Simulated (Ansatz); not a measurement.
System: O3 (charge -1, doublet). 
Structure (B3LYP-D3(BJ)/def2-TZVP (Ansatz, a quantum-chemistry and plane-wave program) minimum search):
```
O
O 1 1.3512
O 1 1.3512 2 115.59
```
Charge -1, spin multiplicity 2.

Parts of the frozen-core correlation energy in cc-pVDZ (Ansatz, hartree). Frozen orbitals: 3; correlated occupied orbitals by spin: 10 and 9; virtual: 29 and 30. Open shells are spin-unrestricted. No spin-orbit coupling. No relativistic terms.

| term | value |
|---|---|
| reference (HF) | -224.35232 |
| MP2 opposite-spin | -0.39903 |
| MP2 same-spin | -0.15542 |
| CCSD correlation | -0.56643 |
| (T) | -0.01841 |
| CCSDT minus CCSD(T) | -0.00067 |
| T1 diagnostic | 0.032 |
| largest doubles amplitude | 0.054 |
| <S^2> of the reference | 0.771 |
